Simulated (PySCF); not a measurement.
Atoms are numbered as in `[SiH3:1][N-:2][SiH3:3]`. Hydrogens are named by the atom that carries them.

Geometry: GFN2-xTB; GIAO shifts from PySCF 2.14.0 with density-fitted response routines, gas phase, non-relativistic, averaged over equivalent atoms.

At X3LYP/pcseg-1 (80 basis functions, 5.7 s wall time on 1 thread of an Arm Neoverse V1, shared host):
| atoms | δ (ppm) |
| --- | --- |
| Si1/Si3 | -102.1 |
| N2 | 23.8 |
| H(Si1)/H(Si3) | 5.30 |

δ = σ(ref) − σ, references computed at the same level: $^{29}$Si (336.67 ppm), $^{1}$H (31.94 ppm) vs TMS; NH3 for $^{15}$N (269.71 ppm).

Estimate the result of repeating the calculation with PBE0/pcSseg-1.

Answers


```json
{"atoms": "Si1/Si3", "δ at PBE0/pcSseg-1": "-90.6", "change": "+11.5"}
{"atoms": "N2", "δ at PBE0/pcSseg-1": "11.8", "change": "-12.0"}
{"atoms": "H(Si1)/H(Si3)", "δ at PBE0/pcSseg-1": "5.32", "change": "+0.02"}
```

References, each an isolated molecule treated in the same way: $^{29}$Si (σ = 349.16 ppm), $^{1}$H (σ = 31.72 ppm) against TMS; NH3 for $^{15}$N (σ = 267.73 ppm).

The largest change is at N2 (nitrogen bonded to 2 Si). Cost: 95 basis functions, 4.4 s wall time on 1 thread of an Arm Neoverse V2, shared host.

Experimental scales use liquid or dissolved standards, which lie at an offset from isolated NH3 (liquid NH3: subtract about 20 ppm).
